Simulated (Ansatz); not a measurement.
## How far each method lies from full CI for CF, doublet

Geometry: that of the CF, quartet, kept fixed.

```yaml
atoms:
  - { symbol: C, position_ang: [0.0000, 0.0000, 0.0000] }
  - { symbol: F, position_ang: [0.0000, 0.0000, 1.3159] }
```

Basis 6-31G; Ansatz 0.2.0. Correlated methods freeze the noble-gas cores, which leaves 11 electrons in 16 orbitals. Prefix R: restricted or restricted open-shell reference; prefix U: unrestricted. Active spaces: valence = (11e, 8o) chosen from the atoms' valence shells.

Full CI is exact within this basis and frozen core; it isn't the basis-set limit. The frozen core follows each run's orbitals, which can shift R against U totals by a few meV.

For open shells CISD and CISDTQ are restricted-active-space CI with the open shells as a complete middle space.

```
UHF ⟨S²⟩                          : 0.756
T1 diagnostic (RCCSD)             : 0.0237
largest doubles amplitude (RCCSD) : 0.102
T1 diagnostic (UCCSD)             : 0.0220
```

| level | E − E(full CI) (meV) | share of correlation (%) | wall time |
| --- | --- | --- | --- |
| RHF | 5300 | 0.00 | – |
| UHF | 5248 | 0.98 | – |
| RMP2 | 450 | 91.50 | – |
| UMP2 | 446 | 91.58 | – |
| CISD | 431 | 91.86 | 0.6 s |
| RCCSD | 162 | 96.95 | – |
| UCCSD | 161 | 96.96 | – |
| RCCSD(T) | 26 | 99.50 | 0.45 s |
| UCCSD(T) | 27 | 99.50 | 0.45 s |
| BCCD(T) | 18 | 99.67 | 0.45 s |
| RCCSDT | 11 | 99.79 | – |
| UCCSDT | 11 | 99.79 | – |
| CISDTQ | 19 | 99.65 | 11 s |
| RCCSDT(Q) | 2 | 99.96 | 3.9 s |
| UCCSDT(Q) | -4 | 100.07 | 3.3 s |
| RCCSDTQ | -1 | 100.02 | 45 s |
| UCCSDTQ | -1 | 100.02 | 45 s |
| CASSCF (valence space) | 3211 | 39.41 | – |
| NEVPT2 (valence space) | 645 | 87.84 | 0.93 s |
| MRCISD (valence space) | 217 | 95.90 | – |
| MRCISD+Q (valence space) | 113 | 97.86 | 1.7 s |

The correlation energy at full CI, counted from RHF, is -5.300 eV. That run took 3.2 min on 1 thread of Arm Neoverse V1, shared host over 8,744,736 determinants.

Times hold each run's SCF and search for its determinant on a shared host, so for small cases they say little of a method's own cost; they ran on 1 thread of Arm Neoverse V1. Some runs computed forces too.

The full-CI state has the irrep B2 of C2v, in the program's axes (one component, if the state is degenerate).

Natural occupations of full CI about the gap: 1.979 1.969 1.966 1.938 1.002 0.062 0.038 0.014 0.011 0.011; effectively unpaired electrons, Σ n²(2−n)², 1.05.
